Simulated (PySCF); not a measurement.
**Calculated NMR parameters of Cn1cccn1**

* Formula: C4H6N2
* SMILES: Cn1cccn1
* Point group of the computed structure: C1
* Degrees of unsaturation: 3
* Carbon signals: 4
* Proton signals: 4

Atom-mapped SMILES (the numbers label the heavy atoms): `[CH3:1][n:2]1[cH:3][cH:4][cH:5][n:6]1`; H(Xn) means a hydrogen on atom n.

[PySCF: spin–spin couplings from B3LYP/pcJ-1 (spin–dipole term only in couplings to heteroatoms); geometry from PBE0-D3(BJ)/def2-SVP; NMR shieldings at PBE/pcSseg-2/GIAO; isolated molecule; one conformer; averaged over atoms made equivalent by symmetry, fast rotation or ring inversion; no relativistic terms]

Chemical shifts δ = σref − σ; TMS for ¹H (31.18 ppm) and ¹³C (179.39 ppm); ¹⁵N (261.04 ppm) vs NH3, all at this level.

| carbon | δC, type | δH (multiplicity, J in Hz) | HMBC from (abs. J ≥ 3 Hz) | span of the C tensor (ppm) |
| --- | --- | --- | --- | --- |
| C1 | 41.1, CH3 | 3.78 (s) | – | 67 |
| C3 | 131.8, CH | 7.17 (d, 2.6) | H(C5), H(C4) | 151 |
| C4 | 111.9, CH | 6.32 (t, 2.4) | H(C5), H(C3) | 161 |
| C5 | 144.5, CH | 7.46 (d, 2.1) | H(C3), H(C4) | 171 |

Other nuclei:
```tsv
atoms	nucleus	environment	δ (ppm)	σ (ppm)
N6	¹⁵N	pyridine-type nitrogen of an azole	342.4	-81.3
N2	¹⁵N	pyrrole-type ring nitrogen	230.4	30.6
```

Selected couplings (Hz, signed; the shortest-range and largest first, 30 at most; isotopes ¹³C, ¹H, ¹⁵N): ¹J(C5,H(C5)) 194.7, ¹J(C3,H(C3)) 193.3, ¹J(C4,H(C4)) 185.4, ¹J(C1,H(C1)) 144.6, ¹J(C3,C4) 73.4, ¹J(C4,C5) 56.6, ¹J(C1,N2) -17.7, ¹J(N2,C3) -14.7, ¹J(N2,N6) -12.9, ²J(N6,H(C5)) -14.4, ²J(C1,N6) -8.3, ²J(N2,C4) -7.0, ²J(C1,C3) 5.7, ²J(N2,H(C3)) -5.1, ²J(C3,C5) 3.3, ²J(C4,N6) 2.1, ²J(N2,C5) -1.5, ²J(C3,N6) 1.3, ²J(N2,H(C1)) 1.1, ³J(N2,H(C5)) -9.2, ³J(N2,H(C4)) -6.0, ³J(C1,C5) 5.1, ³J(H(C3),H(C4)) 2.6, ³J(N6,H(C1)) -2.3, ³J(H(C4),H(C5)) 2.1, ³J(C1,C4) 1.4.

1. Carbon types of the structure: 3 × CH, 1 × CH3, which accounts for all hydrogens.
2. δC 144.5, 131.8: aromatic CH next to a ring nitrogen.
3. δC 111.9: aromatic CH.
4. δC 41.1: methyl carbon bonded to N; the inductive effect lowers its shielding.
5. δH 7.46, 7.17: hydrogen on an aromatic CH next to a ring nitrogen; the ring current deshields protons in the ring plane.
6. δH 3.78: hydrogen on a methyl carbon bonded to N; its carbon carries N, which withdraws density.

Splittings below 1 Hz are ignored in the labels, and close J values are merged. Unscaled 3J(H,H) at this level run about 10 % above measured values. Shifts are as computed, not scaled to solution data. Of 1211 compounds with measured shifts, 218 miss one by over three times the rms of a fit or turn the order of signals round; such compounds aren't used in these exercises. Experimental scales use liquid or dissolved standards, which lie at an offset from isolated NH3 (liquid NH3: subtract about 20 ppm). Unscaled 15N shifts of sp2 nitrogen come out 20 to 40 ppm too high even then.
